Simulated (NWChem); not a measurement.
Molecule: hydrogen cyanide (CHN); SMILES C#N

```xyz
3

C      0.0000     0.0000    -0.4998
N      0.0000     0.0000     0.6540
H      0.0000     0.0000    -1.5793
```
Atoms are numbered in this order, from 1.

All runs: NWChem. Pople sets run with spherical d functions. All runs use the structure optimised with PBE0/def2-SVP. B3LYP is NWChem's, with the RPA form of VWN correlation.

What does the run give for B3LYP/6-31G*? Quantities: highest occupied level (eV); orbital gap (eV); dipole (D).


```yaml
highest occupied level (eV): -9.78
orbital gap (eV): 10.38
dipole (D): 2.91
```
